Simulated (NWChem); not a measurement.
Everything below was run with NWChem. System: hydrogen chloride (HCl), charge 0, spin multiplicity 1, at a geometry optimised with PBE0/def2-SVP. Level: CCSD(T)/def2-TZVP, 5 core orbitals frozen.

Output (cleaned and shortened):

```
             Northwest Computational Chemistry Package (NWChem) 7.3.0
             --------------------------------------------------------

                                NWChem Input Module
                                -------------------

 Scaling coordinates for geometry "geometry" by  1.889725989
 (inverse scale =  0.529177249)

 Turning off AUTOSYM since
 SYMMETRY directive was detected!

                             Geometry "geometry" -> ""
                             -------------------------

 Output coordinates in angstroms (scale by  1.889725989 to convert to a.u.)

  No.       Tag          Charge          X              Y              Z
 ---- ---------------- ---------- -------------- -------------- --------------
    1 Cl                  17.0000     0.00000000     0.00000000     0.07139900
    2 H                    1.0000     0.00000000     0.00000000    -1.21379000

 Effective nuclear repulsion energy (a.u.)       6.9997589716

            Nuclear Dipole moment (a.u.)
            ----------------------------
        X                 Y               Z
 ---------------- ---------------- ----------------
     0.0000000000     0.0000000000    -0.0000132281

      Symmetry information
      --------------------

 Group name             C2v
 Group number             16
 Group order               4
 No. of unique centers     2

      Symmetry unique atoms

     1    2


 Summary of "ao basis" -> "" (spherical)
 ------------------------------------------------------------------------------
       Tag                 Description            Shells   Functions and Types
 ---------------- ------------------------------  ------  ---------------------
 *                         def2-tzvp                  on all atoms

 Summary of "ao basis" -> "ao basis" (spherical)
 ------------------------------------------------------------------------------
       Tag                 Description            Shells   Functions and Types
 ---------------- ------------------------------  ------  ---------------------
 Cl                        def2-tzvp                13       37   5s5p2d1f
 H                         def2-tzvp                 4        6   3s1p

                                 NWChem SCF Module
                                 -----------------

  ao basis        = "ao basis"
  functions       =    43
  atoms           =     2
  closed shells   =     9
  open shells     =     0
  charge          =   0.00
  wavefunction    = RHF
  use symmetry    = T
  symmetry adapt  = T

 Summary of "ao basis" -> "ao basis" (spherical)
 ------------------------------------------------------------------------------
       Tag                 Description            Shells   Functions and Types
 ---------------- ------------------------------  ------  ---------------------
 Cl                        def2-tzvp                13       37   5s5p2d1f
 H                         def2-tzvp                 4        6   3s1p

      Symmetry analysis of basis
      --------------------------

        a1         20
        a2          3
        b1         10
        b2         10

 Forming initial guess at       0.0s

      Superposition of Atomic Density Guess
      -------------------------------------

 Sum of atomic energies:        -459.97749781

      Non-variational initial energy
      ------------------------------

 Total energy =    -460.044630
 1-e energy   =    -649.103824
 2-e energy   =     182.059435
 HOMO         =      -0.447324
 LUMO         =       0.072515

      Symmetry analysis of molecular orbitals - initial
      -------------------------------------------------

 !! scf_movecs_sym_adapt:   26 vectors were symmetry contaminated

  Symmetry fudging

 !! scf_movecs_sym_adapt:   24 vectors were symmetry contaminated

  Numbering of irreducible representations:

     1 a1          2 a2          3 b1          4 b2

  Orbital symmetries:

     1 a1          2 a1          3 a1          4 b1          5 b2
     6 a1          7 a1          8 b1          9 b2         10 a1
    11 a1         12 b1         13 b2         14 a1         15 b2
    16 b1         17 a2         18 a1         19 a1

 Starting SCF solution at       0.2s

 ----------------------------------------------
[...]
 Vector    8  Occ=2.000000D+00  E=-4.747719D-01  Symmetry=b2
              MO Center=  2.6D-32, -2.0D-16,  4.6D-02, r^2= 1.2D+00
   Bfn.  Coefficient  Atom+Function         Bfn.  Coefficient  Atom+Function
  ----- ------------  ---------------      ----- ------------  ---------------
    16      0.546424  1 Cl py                19      0.367117  1 Cl py
    13      0.256807  1 Cl py                 7     -0.200259  1 Cl py

 Vector    9  Occ=2.000000D+00  E=-4.747719D-01  Symmetry=b1
              MO Center= -2.6D-17,  2.2D-32,  4.6D-02, r^2= 1.2D+00
   Bfn.  Coefficient  Atom+Function         Bfn.  Coefficient  Atom+Function
  ----- ------------  ---------------      ----- ------------  ---------------
    15      0.546424  1 Cl px                18      0.367117  1 Cl px
    12      0.256807  1 Cl px                 6     -0.200259  1 Cl px

 Vector   10  Occ=0.000000D+00  E= 1.263069D-01  Symmetry=a1
              MO Center=  2.9D-16,  1.1D-15, -1.1D+00, r^2= 3.4D+00
   Bfn.  Coefficient  Atom+Function         Bfn.  Coefficient  Atom+Function
  ----- ------------  ---------------      ----- ------------  ---------------
    40      1.624209  2 H  s                  5     -0.957548  1 Cl s
    20      0.798887  1 Cl pz                17      0.167632  1 Cl pz

 Vector   11  Occ=0.000000D+00  E= 3.240963D-01  Symmetry=a1
              MO Center=  6.0D-15,  3.8D-15, -5.6D-01, r^2= 2.9D+00
   Bfn.  Coefficient  Atom+Function         Bfn.  Coefficient  Atom+Function
  ----- ------------  ---------------      ----- ------------  ---------------
    39      1.261608  2 H  s                 40     -0.890035  2 H  s
    20      0.677940  1 Cl pz                 5     -0.164072  1 Cl s

 Vector   12  Occ=0.000000D+00  E= 4.921415D-01  Symmetry=b2
              MO Center=  4.3D-31, -5.2D-15,  6.1D-02, r^2= 3.3D+00
   Bfn.  Coefficient  Atom+Function         Bfn.  Coefficient  Atom+Function
  ----- ------------  ---------------      ----- ------------  ---------------
    19      1.385932  1 Cl py                16     -1.182433  1 Cl py
     7      0.151267  1 Cl py

 center of mass
 --------------
 x =   0.00000000 y =   0.00000000 z =   0.06688993

 moments of inertia (a.u.)
 ------------------
           5.777994518185           0.000000000000           0.000000000000
           0.000000000000           5.777994518185           0.000000000000
           0.000000000000           0.000000000000           0.000000000000

  Mulliken analysis of the total density
  --------------------------------------

    Atom       Charge   Shell Charges
 -----------   ------   -------------------------------------------------------
    1 Cl  17    17.25   2.01  0.45  1.52  1.09  0.87  4.18  1.69  1.08  2.80  1.52  0.01  0.03  0.00
    2 H    1     0.75   0.22  0.45  0.05  0.04

       Multipole analysis of the density wrt the origin
       ------------------------------------------------

     L   x y z        total         open         nuclear
     -   - - -        -----         ----         -------
     0   0 0 0     -0.000000      0.000000     18.000000

     1   1 0 0     -0.000000      0.000000      0.000000
     1   0 1 0     -0.000000      0.000000      0.000000
     1   0 0 1     -0.514502      0.000000     -0.000013

     2   2 0 0    -10.426984      0.000000      0.000000
     2   1 1 0     -0.000000      0.000000      0.000000
     2   1 0 1     -0.000000      0.000000      0.000000
     2   0 2 0    -10.426984      0.000000      0.000000
     2   0 1 1     -0.000000      0.000000      0.000000
     2   0 0 2     -7.597414      0.000000      5.570678

                   NWChem Extensible Many-Electron Theory Module
                   ---------------------------------------------


            General Information
            -------------------
      Number of processors :     1
         Wavefunction type : Restricted Hartree-Fock
          No. of electrons :    18
           Alpha electrons :     9
            Beta electrons :     9
           No. of orbitals :    86
            Alpha orbitals :    43
             Beta orbitals :    43
        Alpha frozen cores :     5
         Beta frozen cores :     5
     Alpha frozen virtuals :     0
      Beta frozen virtuals :     0
         Spin multiplicity : singlet
    Number of AO functions :    43
       Number of AO shells :    17
        Use of symmetry is : on
      Symmetry adaption is : on
         Schwarz screening : 0.10D-09

          Correlation Information
          -----------------------
          Calculation type : Coupled-cluster singles & doubles w/ perturbation
   Perturbative correction : (T)
            Max iterations :      100
        Residual threshold : 0.10D-05
     T(0) DIIS level shift : 0.00D+00
     L(0) DIIS level shift : 0.00D+00
     T(1) DIIS level shift : 0.00D+00
     L(1) DIIS level shift : 0.00D+00
     T(R) DIIS level shift : 0.00D+00
     T(I) DIIS level shift : 0.00D+00
   CC-T/L Amplitude update :  5-th order DIIS
                I/O scheme : Global Array Library
        L-threshold :  0.10D-05
        EOM-threshold :  0.10D-05
 no EOMCCSD initial starts read in
 TCE RESTART OPTIONS
 SLICE:      F
 D4D5:       F
 quantumc:   F
 qrotation:  F
 pwtce:      F
 qducc:      F
 nacto:                         0
 nrotv:                         0
 nrot:                          0

            Memory Information
            ------------------
          Available GA space size is     249034951 doubles
          Available MA space size is     104853884 doubles

 Maximum block size supplied by input
 Maximum block size        24 doubles

 tile_dim =     15

 -------------------------------------------------

 Global array virtual files algorithm will be used

 Parallel file system coherency ......... OK

 4-electron integrals stored in orbital form

 v2    file size   =           175395
 4-index algorithm nr.  13 is used
 imaxsize =       30
 imaxsize ichop =        0


CCSD iterations
 ---------------------------------------------------------
 Iter          Residuum       Correlation     Cpu    Wall
 ---------------------------------------------------------
    1   0.1189414752679  -0.1965284533874     0.1     0.1
    2   0.0294334524800  -0.2134415722449     0.2     0.2
    3   0.0096030338512  -0.2169252784878     0.1     0.1
    4   0.0035896206059  -0.2178131122285     0.1     0.1
    5   0.0014476946774  -0.2180911819356     0.1     0.1
    6   0.0001671401420  -0.2182462449007     0.1     0.1
    7   0.0000534242431  -0.2182446323727     0.1     0.1
    8   0.0000227315407  -0.2182449610423     0.1     0.1
    9   0.0000102836774  -0.2182450473614     0.1     0.1
   10   0.0000048556302  -0.2182451274162     0.1     0.1
   11   0.0000005998627  -0.2182452041975     0.1     0.1
 -----------------------------------------------------------------
 Iterations converged
 CCSD correlation energy / hartree =        -0.218245204197525
 CCSD total energy / hartree       =      -460.316158342422341

 Singles contributions

 Doubles contributions
 CCSD(T)
 Using plain CCSD(T) code
             total no. of tasks          230
 total no. of tasks / no. procs          230
                         wl_min           54           1.9
                         wl_max        27000           5.5
        thresh for no. of tasks          230

 CCSD[T]  correction energy / hartree =        -0.007580993928520
 CCSD[T] correlation energy / hartree =        -0.225826198126045
 CCSD[T] total energy / hartree       =      -460.323739336350855
 CCSD(T)  correction energy / hartree =        -0.007524366251208
 CCSD(T) correlation energy / hartree =        -0.225769570448733
 CCSD(T) total energy / hartree       =      -460.323682708673573

 Task  times  cpu:        3.2s     wall:        3.2s

 Total times  cpu:        3.2s     wall:        3.2s
```

Q: Write an NWChem input that would produce this output.

A: Several could match; the one computed here: 
```
start mol
memory heap 100 mb stack 700 mb global 1900 mb
geometry units angstroms nocenter noautoz
  Cl     0.000000     0.000000     0.071399
  H      0.000000     0.000000    -1.213790
  symmetry group C2v
end
basis spherical
  * library def2-tzvp
end
scf
  rhf
  nopen 0
  maxiter 100
  thresh 1e-7
  semidirect memsize 60000000 filesize 0
end
tce
  freeze core 5
  ccsd(t)
  2eorb
  2emet 13
  thresh 1e-6
  maxiter 100
  tilesize 24
end
task tce energy
```
